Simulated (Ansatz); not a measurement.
For zinc-blende CdS (metastable phase), rVV10 in Ansatz (PAW) gives:

| Quantity | Value |
|---|---|
| lattice constant a | 5.934 Å |
| bulk modulus | 55.3 GPa |
| cohesive energy | 2.72 eV/atom |

Task: What does B3LYP (VWN-RPA form) in Ansatz (plane waves, PAW) give for the same quantities?

Result: 
- lattice constant a: 5.971 Å (rises by 0.6 %)
- bulk modulus: 53.7 GPa (decreases by 2.9 %)
- cohesive energy: 2.27 eV/atom (decreases by 0.45 eV/atom)

For comparison: lattice constant a 5.832 Å (measured, room temperature, not corrected to a static lattice, our sources range from 5.818 to 5.832; as tabulated in arXiv:1206.3780); cohesive energy 2.87 eV/atom (measured, zero-point energy (9/8 kB θD) added and atomic spin-orbit splittings removed, spin-orbit-averaged atoms; as tabulated in Albrecht et al. (1997), arXiv:cond-mat/9706128).

Changes are worked out from the printed values.

Unless a cell is named, each level is at its own relaxed cell (rVV10 26.12, B3LYP (VWN-RPA form) 26.61 Å³/atom).

Ansatz's density-functional and Hartree–Fock values are scalar-relativistic unless marked +SOC, with PAW data made under PBE.

Ansatz is an electronic-structure program.
